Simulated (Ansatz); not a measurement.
# B2FH: the cost of one run

Computed with Ansatz 0.2.0, Gaussian basis. Level: def2-QZVPP, core rule «outside noble gas», up to 3 orbitals frozen.

Plan: UHF; ROHF; CCSD(T) on UHF.

2 further runs of the same task are left out: 2 set aside as unsound or not needed.

**1. The geometry**

The geometry is a PBE0/def2-TZVP stationary point (not a proven minimum) of the parent state, kept for this charge and spin.

4 atoms, charge 1, spin multiplicity 2.

Atoms are counted from 1 here; the program's logs count them from 0.

Bond lengths: B1–B2 1.633 Å, B2–F3 1.328 Å, B2–H4 1.205 Å. Angles: B1–B2–F3 125.5°, B1–B2–H4 114.3°, F3–B2–H4 120.2°.

Geometry (Å):

```
B     0.0000   -0.2860    1.6155
B     0.0000    0.4445    0.1548
F     0.0000   -0.1777   -1.0181
H     0.0000    1.6488    0.2021
```

**2. UHF**

in.yaml reads:

```yaml
crystal:
  periodic: [false, false, false]
  atoms:
    - {symbol: B, position_ang: [0.000000, -0.285996, 1.615495]}
    - {symbol: B, position_ang: [0.000000, 0.444539, 0.154784]}
    - {symbol: F, position_ang: [0.000000, -0.177695, -1.018097]}
    - {symbol: H, position_ang: [0.000000, 1.648828, 0.202133]}
basis:
  gaussian: {orbitals: "def2-QZVPP.json"}
total_charge: 1
magnetization: {spin_polarized: true, initial_magnetization: 1}
hamiltonian: {xc: hf}
output: {orbitals: {seedname: orbitals}}
```

Launch:

```sh
> ansatz run in.yaml --threads 1 --pin off --events-out ev --progress --plain --max-ram 2393MiB
```

**Question.** How long does this run take on 1 thread of Arm Neoverse V2, shared host, and how much memory does it need?

About 6 s, with a peak of 0.3 GiB.
